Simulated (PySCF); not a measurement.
Estimate the missing entries of this data sheet.

Compound: [S2]2- (charge -2).
Cartesian coordinates in Å at the PBE0-D3(BJ)/def2-SVP level; atoms count from 1:
```
atom  x, y, z in Å
S1     0.7675   -0.6510   -0.4764
S2    -0.7675    0.6510    0.4764
```

```tsv
property	level	value
point group	PBE0-D3(BJ)/def2-SVP	D∞h
rotational constant B (linear)	PBE0-D3(BJ)/def2-SVP	?
HOMO energy	PBE0/pcSseg-1	6.98 eV
LUMO energy	PBE0/pcSseg-1	?
isotropic shieldings of nuclei other than C and H, by class	GIAO PBE0/pcSseg-1	?
```

Gas-phase values; electronic properties from PySCF, density fitting. Whether so highly charged an anion holds all its electrons in the gas phase wasn't checked; a finite basis holds them in any case. No counter-ion or solvent screens the charge of this multiply charged ion. The geometry's basis has no diffuse functions, a weakness for an anion. The HOMO energy is positive, so at this level the finite basis confines the outermost electrons. No diffuse functions stand in pcSseg-1, which bears on an anion's orbital energies.

Question: What is the LUMO energy?

Answer: 11.43 eV.

Question: What is the rotational constant B (linear)?

Answer: 6.375 GHz.

Question: The isotropic shieldings of nuclei other than C and H, by class?

Answer: 699 (S1/S2) ppm.

B corresponds to 0.2126 cm⁻¹ and a moment of inertia of 79.3 u Å² (most abundant isotopes).
